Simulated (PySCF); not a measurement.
dimethylamine cation (C2H7N), SMILES N(C)C (connectivity only; charge and spin as stated), charge +1, multiplicity 2. Atoms are numbered in the order given.

```xyz
10

C      1.2734     0.0002     0.2074
N      0.0000     0.0000    -0.4427
C     -1.2734    -0.0002     0.2074
H      1.8418    -0.8813    -0.1203
H      1.1547     0.0055     1.2861
H      1.8467     0.8747    -0.1294
H      0.0000     0.0000    -1.4627
H     -1.8467    -0.8747    -0.1294
H     -1.8418     0.8813    -0.1203
H     -1.1547    -0.0055     1.2861
```
Charge +1, spin multiplicity 2.

Geometry optimised at B3LYP-D3(BJ)/def2-TZVP. The spin state was assumed, not searched.

Two levels are set side by side: PBE/pcH-1 (PySCF) and PBE0/pcH-1 (PySCF). Contact hyperfine couplings, same geometry. Differences are taken from unrounded values.

| quantity | PBE0 |
|---|---|
| A(iso) of 13C, atom C1 (MHz) | -33.6 |
| A(iso) of 14N, atom N2 (MHz) | 43.4 |
| A(iso) of 13C, atom C3 (MHz) | -33.6 |
| A(iso) of 1H, atom H4 (MHz) | 164.4 |
| A(iso) of 1H, atom H5 (MHz) | 0.5 |
| A(iso) of 1H, atom H6 (MHz) | 161.9 |
| A(iso) of 1H, atom H7 (MHz) | -66.7 |
| A(iso) of 1H, atom H8 (MHz) | 161.9 |
| A(iso) of 1H, atom H9 (MHz) | 164.4 |
| A(iso) of 1H, atom H10 (MHz) | 0.5 |

What does PBE give, and how far is it from PBE0? (The exact figures need the calculation; the answer reports its results.)


```csv
quantity,PBE,PBE minus PBE0
"A(iso) of 13C, atom C1 (MHz)",-28.3,5.3
"A(iso) of 14N, atom N2 (MHz)",30.1,-13.3
"A(iso) of 13C, atom C3 (MHz)",-28.3,5.3
"A(iso) of 1H, atom H4 (MHz)",176.7,12.3
"A(iso) of 1H, atom H5 (MHz)",-1.2,-1.7
"A(iso) of 1H, atom H6 (MHz)",174.0,12.1
"A(iso) of 1H, atom H7 (MHz)",-53.3,13.3
"A(iso) of 1H, atom H8 (MHz)",174.0,12.1
"A(iso) of 1H, atom H9 (MHz)",176.7,12.3
"A(iso) of 1H, atom H10 (MHz)",-1.2,-1.7
```

Rough cost on one machine, each run with all the roots and properties that it gave: PBE0 against PBE about 1/2.
